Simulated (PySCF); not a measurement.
PySCF input:

```python
from pyscf import gto, scf, dft

mol = gto.M(
    atom='''
    C    -0.02065591   -0.69117402    0.00191644
    C     0.00318902    0.79171158   -0.00228017
    H     0.99466639   -1.11708979    0.00736434
    H    -0.52510368   -1.08729619    0.88639995
    H    -0.51775387   -1.09242584   -0.88441419
    H     0.07265744    1.34947244    0.92131550
    H     0.08033507    1.34411399   -0.92848321
    ''',
    basis='def2-tzvpd',
    charge=0,
    spin=1,
    verbose=4,
)

mf = dft.UKS(mol, xc='m06l').density_fit(auxbasis='def2-universal-jkfit')
mf.grids.level = 4
mf.conv_tol = 1e-9
mf.max_cycle = 100
mf.max_memory = 1500
mf.kernel()
if not mf.converged:
    mf = mf.newton()
    mf.kernel(mf.make_rdm1())
for _ in range(2):
    mo, _, stable, _ = mf.stability(return_status=True)
    if stable:
        break
    mf.kernel(mf.make_rdm1(mo, mf.mo_occ))
mf.analyze()
```

What final total energy does it print?

-79.17297 Eh (M06-L/def2-TZVPD).

It need not be the lowest isomer of its formula.
